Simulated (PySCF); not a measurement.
PySCF input (BP86/6-31G* (5d)):

```python
from pyscf import gto, dft

mol = gto.M(
    atom='''
    C    -0.89003452   -0.00503940    0.00658504
    O    -0.81527396   -1.01562247    0.64008523
    O     0.16868768    0.71691379   -0.45026202
    H    -1.81180777    0.49694744   -0.30468965
    C     1.42724168    0.27544195   -0.17823519
    H     1.55398746   -0.63018598    0.38924230
    H     2.20726758    0.90049269   -0.57323748
    ''',
    basis='6-31g*',
    charge=0,
    spin=1,
    verbose=4,
)

mf = dft.UKS(mol, xc='bp86')
mf.grids.level = 3
mf.conv_tol = 1e-9
mf.max_cycle = 100
mf.max_memory = 1500
mf.kernel()
if not mf.converged:
    mf = mf.newton()
    mf.kernel(mf.make_rdm1())
mo, _, stable, _ = mf.stability(return_status=True)
if not stable:
    mf.kernel(mf.make_rdm1(mo, mf.mo_occ))
    stable = mf.stability(return_status=True)[2]
mf.dip_moment()
```

Predict the final energy.

-228.39177 Eh.
